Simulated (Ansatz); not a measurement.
Al(H2S)H3 (AlH₅S). Charge 0, multiplicity 1. Geometry PBE0-D4/def2-TZVP, basis def2-TZVP, Ansatz.

| run | HOMO (eV) | LUMO (eV) |
| --- | --- | --- |
| A | -6.86 | -1.39 |
| B | -10.28 | 1.59 |
| C | -7.81 | -0.64 |
| D | -10.64 | 1.74 |
| E | -6.95 | -1.51 |
| F | -7.63 | -0.92 |

LC-ωPBE has ω = 0.4 bohr⁻¹. B3LYP takes the VWN-RPA correlation.

The runs used B3LYP, B97M-V, LC-ωPBE, PBE0, r2SCAN, ωB97X-V. Estimate which is which.

A r2SCAN (0 % exact exchange); B ωB97X-V (range-separated); C PBE0 (25 % exact exchange); D LC-ωPBE (range-separated); E B97M-V (0 % exact exchange); F B3LYP (20 % exact exchange). Exact exchange lowers occupied and raises empty levels; among semilocal functionals meta-GGAs tend to open the gap a little, and such runs are hard to tell apart. The gap grows from 5.44 eV (B97M-V) to 12.38 eV (LC-ωPBE).
